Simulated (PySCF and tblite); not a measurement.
Values are calculated unless marked as measured or tabulated.
System: CH₂ClO₂S (charge -1), numbered as in [O:1]=[SH:2](=[O:3])[CH-:4][Cl:5].

Motion: pyramidal inversion at C4. GFN2-xTB gives an electronic barrier of 10.8 kcal/mol and a reaction energy of -1.4 kcal/mol.

The ion is treated without a counter-ion.

(1) What does PBE0/pcSseg-1 + D3(BJ) give on PBE0-D3(BJ)/def2-SVP geometries?

(2) And the level of the geometries itself, PBE0-D3(BJ)/def2-SVP?

Programs: tblite and PySCF.

Results:

(1) A barrier of 1.4 kcal/mol, 9.4 below the tight-binding barrier (from unrounded values), a reaction energy of -1.7 kcal/mol and, with GFN2-xTB thermal terms, ΔG‡(298 K) = 1.1 kcal/mol and k = 1×10¹² s⁻¹ (1 equivalent path).

(2) 1.6 kcal/mol.
